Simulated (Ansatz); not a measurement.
**AlBClH2 radical (SMILES [BH2][Al][Cl]): single points off equilibrium**

How do the functionals fare away from a minimum? The structure is a structure displaced at random from a GFN2-xTB minimum.

The runs use Ansatz 0.2.0, Gaussian basis; single points in def2-TZVPP.

Cores are frozen in the correlated methods. Orbitals are unrestricted.

## (1) Where the work starts

SMILES `[BH2][Al][Cl]`, 5 atoms, charge 0, spin multiplicity 2.

Atoms are counted from 1 here; the program's logs count them from 0.

Bond lengths: B1–Al2 1.859 Å, B1–H4 1.147 Å, B1–H5 1.093 Å, Al2–Cl3 2.031 Å. Angles: Al2–B1–H4 117.2°, Al2–B1–H5 120.4°, H4–B1–H5 122.0°, B1–Al2–Cl3 176.3°.

Geometry (Å):

```xyz
5
AlBClH2
B    -0.5495    0.5921   -0.4168
Al    0.5528   -0.6347    0.4413
Cl    1.8519   -1.9409    1.2971
H    -1.5756    0.2193   -0.7688
H    -0.2633    1.6452   -0.4789
```

## (2) CCSD(T)/def2-TZVPP

The input, run/in.yaml:

```yaml
crystal:
  periodic: [false, false, false]
  atoms:
    - {symbol: B, position_ang: [-0.549500, 0.592100, -0.416800]}
    - {symbol: Al, position_ang: [0.552800, -0.634700, 0.441300]}
    - {symbol: Cl, position_ang: [1.851900, -1.940900, 1.297100]}
    - {symbol: H, position_ang: [-1.575600, 0.219300, -0.768800]}
    - {symbol: H, position_ang: [-0.263300, 1.645200, -0.478900]}
basis:
  gaussian: {orbitals: def2-TZVPP}
magnetization: {spin_polarized: true, initial_magnetization: 1}
correlation: {method: ccsd_t}
scf: {omitted_lower_state_checks: [cluster_reference]}
output: {forces: true}
```

The command line of these runs was not kept.

## (3) PBE0-D4/def2-TZVPP

run/in.yaml, as its differences from that of step 2:

```diff
@@ -11,4 +11,3 @@
 magnetization: {spin_polarized: true, initial_magnetization: 1}
-correlation: {method: ccsd_t}
-scf: {omitted_lower_state_checks: [cluster_reference]}
-output: {forces: true}
+hamiltonian: {xc: pbe0, dispersion: d4}
+output: {forces: true, orbitals: {seedname: orbitals}}
```

## (4) wB97M-V/def2-TZVPP

run/in.yaml, as its differences from that of step 3:

```diff
@@ -11,3 +11,3 @@
 magnetization: {spin_polarized: true, initial_magnetization: 1}
-hamiltonian: {xc: pbe0, dispersion: d4}
-output: {forces: true, orbitals: {seedname: orbitals}}
+hamiltonian: {xc: {name: wB97M-V}}
+output: {forces: true}
```

## (5) r2SCAN-D4/def2-TZVPP

run/in.yaml, as its differences from that of step 4:

```diff
@@ -11,3 +11,3 @@
 magnetization: {spin_polarized: true, initial_magnetization: 1}
-hamiltonian: {xc: {name: wB97M-V}}
+hamiltonian: {xc: r2scan, dispersion: d4}
 output: {forces: true}
```

## (6) PBE-D4/def2-TZVPP

run/in.yaml, as its differences from that of step 5:

```diff
@@ -11,3 +11,3 @@
 magnetization: {spin_polarized: true, initial_magnetization: 1}
-hamiltonian: {xc: r2scan, dispersion: d4}
+hamiltonian: {xc: pbe, dispersion: d4}
 output: {forces: true}
```

## (7) B97M-V/def2-TZVPP

run/in.yaml, as its differences from that of step 6:

```diff
@@ -11,3 +11,3 @@
 magnetization: {spin_polarized: true, initial_magnetization: 1}
-hamiltonian: {xc: pbe, dispersion: d4}
+hamiltonian: {xc: {name: B97M-V}}
 output: {forces: true}
```

## (8) r2SCAN0-D4/def2-TZVPP

run/in.yaml, as its differences from that of step 7:

```diff
@@ -11,3 +11,3 @@
 magnetization: {spin_polarized: true, initial_magnetization: 1}
-hamiltonian: {xc: {name: B97M-V}}
+hamiltonian: {xc: {name: r2SCAN0}, dispersion: d4}
 output: {forces: true}
```

(Steps that only read results are left out.)

Q: Predict the outcome of this session. Wanted: energy less free atoms, CCSD(T)/def2-TZVPP; RMS force component; RMS force error; HOMO and LUMO, PBE0-D4; T1 diagnostic.

As calculated:

| quantity | value |
| --- | --- |
| energy less free atoms, CCSD(T)/def2-TZVPP | -1299.4 kJ/mol |
| RMS force component | 0.991 to 1.085 eV/Å over the methods |
| RMS force error | PBE0-D4 0.079, wB97M-V 0.094, r2SCAN-D4 0.066, PBE-D4 0.112, B97M-V 0.094, r2SCAN0-D4 0.088 eV/Å |
| HOMO and LUMO, PBE0-D4 | -5.54 and -2.41 eV |
| T1 diagnostic | 0.015 |

Against CCSD(T) the functionals' energies less atoms differ by -92.9 to -59.0 kJ/mol, PBE-D4 by -76.8 kJ/mol. CCSD(T) in triple zeta still lacks some correlation energy of the bonds, so part of these gaps is its own basis error and they don't rank the functionals. For forces r2SCAN-D4 does best and PBE-D4 worst. Frozen-core CCSD(T) forces in triple zeta carry basis errors of their own, and this is one geometry, so small gaps rank nothing.
